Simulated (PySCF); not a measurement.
CH₃O, SMILES [O]C (connectivity only; charge and spin as stated), charge -1, multiplicity 1.

The structure is a stationary point at B3LYP-D3(BJ)/def2-TZVPD. The spin state was assumed, not searched. The isomer is the one that the SMILES or the coordinates give; other isomers of the formula were not compared.

Two levels are set side by side: PBE/def2-TZVPD (PySCF) and B3LYP/def2-TZVPD (PySCF). Same geometry, gas phase. Differences are taken from unrounded values.

```tsv
quantity	PBE
orbital gap (eV)	2.16
highest occupied level (eV)	2.05
lowest empty level (eV)	4.21
mean polarisability (bohr³)	45.2
```

Task: These are the PBE values. What does B3LYP give? (The exact figures need the calculation; the answer reports its results.)

Result: 
```json
[
 {"quantity": "orbital gap (eV)", "B3LYP": "3.61", "PBE minus B3LYP": "-1.44"},
 {"quantity": "highest occupied level (eV)", "B3LYP": "0.90", "PBE minus B3LYP": "1.15"},
 {"quantity": "lowest empty level (eV)", "B3LYP": "4.50", "PBE minus B3LYP": "-0.29"},
 {"quantity": "mean polarisability (bohr³)", "B3LYP": "40.3", "PBE minus B3LYP": "5.0"}
]
```

PBE's occupied levels lie high since its potential decays too fast outside the molecule; exact exchange lowers them and widens the gap. Loosely held outer electrons make PBE densities more polarisable. Differences between two approximate levels are no errors against the true value.

Rough cost on one machine, each run with all the roots and properties that it gave: B3LYP against PBE within a factor of 2.
